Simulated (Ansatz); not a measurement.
Rock-salt TiC was calculated with PBE (PAW; Ansatz, a first-principles code).

Numerical settings: plane-wave cutoff 520 eV, 22×22×22 k mesh, Fermi–Dirac smearing 0.05 eV, no spin polarisation, scalar-relativistic PAW data made under PBE.

Cell (relaxed at this level):

```
CELL_PARAMETERS angstrom
      0.00000     2.16636     2.16636
      2.16636     0.00000     2.16636
      2.16636     2.16636     0.00000
ATOMIC_POSITIONS crystal
  Ti 0.00000 0.00000 0.00000
  C  0.50000 0.50000 0.50000
```

Problem. Give the computed bulk modulus B0 and pressure derivative B′ of the bulk modulus.

Solution. 
- bulk modulus B0: 251 GPa
- pressure derivative B′ of the bulk modulus: 4.0

The run finds no gap.

Measured, for comparison: bulk modulus 240 GPa (temperature not stated, not corrected to a static lattice, our sources range from 235 to 268; as tabulated in Krasnenko and Brik (2013), arXiv:1306.3139). Computed (rounded) less measured: bulk modulus not scored (sources differ).

Computed values are for the static lattice.

It cost about 50 core-seconds (a rough figure) of CPU time.
